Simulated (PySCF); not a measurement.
# NF3: core ionisation energies

Species: nitrogen trifluoride, NF3.
Cartesian coordinates in Å at the GFN2-xTB level; atoms count from 1:
```
atom  x, y, z in Å
F1    -0.539    1.105   -0.153
N2     0.001    0.002    0.428
F3    -0.682   -1.020   -0.150
F4     1.230   -0.082   -0.147
```

Computed, not measured: delta-SCF UKS SCAN, pcX-2 on the ionised atom, pcseg-1 elsewhere, spin-free X2C in PySCF 2.14.0. These are vertical core ionisation energies against the vacuum level, from separate self-consistent calculations with and without the core hole.

Problem. Give the core binding energies atom by atom.

Solution. 
```
 atom(s)  bonded to  level  binding energy (eV)  count
      N2        3 F   N 1s               414.26      1
F1/F3/F4          N   F 1s               694.88      3
```

Problem. Express the binding energy of N 1s of N2 (atom 2) in atomic units and per mole.

Solution. 414.26 eV = 15.2238 Eh = 39970 kJ/mol.

Problem. What is the longest wavelength that can ionise N 1s of N2 vertically?

Solution. λ = hc/E = 12398.42 eV Å / 414.26 eV = 29.929 Å.

Atoms equivalent by their bonding share one computed value, that of the first of them. Isolated species at its GFN2-xTB geometry, gas phase.
